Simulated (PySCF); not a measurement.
# H2N–GaH2, singlet: reading a ladder of total energies

Geometry: a PBE0/def2-TZVP stationary point for this spin, not checked as a minimum.

```xyz
6

N     0.0000    0.0000    1.4857
Ga    0.0000    0.0000   -0.3279
H     0.0000    0.8333    2.0488
H     0.0000   -0.8333    2.0488
H     0.0000    1.3943   -1.0310
H     0.0000   -1.3943   -1.0310
```

Basis cc-pVDZ; PySCF 2.14.0. Correlated methods freeze the noble-gas cores and the filled d shells of p-block atoms, which leaves 12 electrons in 46 orbitals. Prefix R: restricted or restricted open-shell reference. No spin–orbit coupling is included, and no scalar relativity.

Full CI isn't at hand for all of this; RCCSDT(Q) serves as the reference, and is uncertain by the last step of the cluster series or more.

RCCSD has a T1 diagnostic of 0.016 and a largest doubles amplitude of 0.05.

| level | total energy (hartree) |
| --- | --- |
| RHF | -1979.997230 |
| RMP2 | -1980.240217 |
| RCCSD | -1980.266446 |
| RCCSD(T) | -1980.272677 |
| RCCSDT | -1980.273272 |
| RCCSDT(Q) | -1980.273860 |

Question: What is the correlation energy at RCCSDT(Q), and what share of it do RMP2 and RCCSD recover?

Answer: E(corr) = -1980.273860 − (-1979.997230) = -0.276630 hartree = -7.527 eV. RMP2: -0.242987 / -0.276630 = 87.84 %. RCCSD: -0.269216 / -0.276630 = 97.32 %.

Question: By how many kcal/mol does RCCSD(T) miss RCCSDT(Q) (1 hartree = 627.509 kcal/mol), and which steps make up the rest?

Answer: -1980.272677 − (-1980.273860) = 0.001183 hartree = 0.74 kcal/mol. Steps: RCCSDT − RCCSD(T) = -0.37, RCCSDT(Q) − RCCSDT = -0.37 kcal/mol. That is within 1 kcal/mol of the reference in this basis, which itself misses far more of the correlation at the basis-set limit.
